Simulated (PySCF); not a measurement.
Dimethyl ether, C2H6O.
Atom-mapped SMILES: `[CH3:1][O:2][CH3:3]` (hydrogens: H4, H5, H6 on C1; H7, H8, H9 on C3)

Geometry (GFN2-xTB, Å), atoms numbered from 1 in this order:
```
atom  x, y, z in Å
C1     1.1674    0.0556   -0.0372
O2    -0.0349    0.2563   -0.7330
C3    -1.1683   -0.0275    0.0448
H4     1.2714   -0.9880    0.2874
H5     1.2299    0.7046    0.8460
H6     1.9729    0.3024   -0.7256
H7    -1.1751   -1.0752    0.3728
H8    -2.0353    0.1604   -0.5850
H9    -1.2144    0.6174    0.9319
```

Level of theory: TDDFT CAM-B3LYP/def2-SVPD, vertical, gas phase, core orbitals frozen in the response in PySCF 2.14.0, density-fitted response routines.

Frontier orbitals with the atoms that hold most of them (Löwdin shares over 4%, at most four atoms; ? is withheld):

| orbital | ε (eV) | atoms |
| --- | --- | --- |
| LUMO+2 | 2.82 | O2 43%, H8 9%, H6 9%, H7 7% |
| LUMO+1 | 2.15 | C3 17%, C1 17%, O2 12%, H6 10% |
| LUMO | 1.40 | ? |
| HOMO | ? | O2 61%, C1 10%, C3 10%, H7 5% |
| HOMO-1 | -10.59 | ? |
| HOMO-2 | -12.16 | C1 26%, C3 26%, H6 15%, H8 15% |
| HOMO-3 | -12.68 | C1 26%, C3 25%, H5 10%, H9 10% |

(1) Give the leading atoms of the LUMO.

(2) Give the leading atoms of the HOMO-1.

(3) What is the HOMO energy, and the HOMO–LUMO gap?

Results:

(1) C1 (bonded to O and 3 H) 26%; C3 (bonded to O and 3 H) 26%; H4 (bonded to C) 8%; H5 (bonded to C) 8%. By element: carbon 52%, hydrogen 15% or more.

(2) O2 (bonded to 2 C) 55%; C1 (bonded to O and 3 H) 13%; C3 (bonded to O and 3 H) 13%. By element: oxygen 55%, carbon 26%.

(3) ε(HOMO) = -8.93 eV; the gap is 10.33 eV (0.3798 hartree).

**Question.** How does S1 compare with the orbital gap of 10.33 eV?

**Answer.** S1 is at 7.10 eV (f = 0.025), 3.23 eV below the gap, made of HOMO→LUMO (91%). 

**Question.** One configuration dominates each of S1, S2, S6 and S8. Which, and how do the shares of the two leading atoms of either orbital change from the occupied to the empty one?

**Answer.** 
- S1 (7.10 eV, f 0.025), HOMO→LUMO (91%): O2 61% → at most 8%, C1 10% → 26%, C3 10% → 26%
- S2 (8.14 eV, f 0.0000), HOMO→LUMO+1 (98%): O2 61% → 12%, C1 10% → 17%, C3 10% → 17%
- S6 (8.84 eV, f 0.035), HOMO-1→LUMO (76%): O2 55% → at most 8%, C1 13% → 26%, C3 13% → 26%
- S8 (9.72 eV, f 0.0002), HOMO-1→LUMO+1 (82%): O2 55% → 12%, C1 13% → 17%, C3 13% → 17%
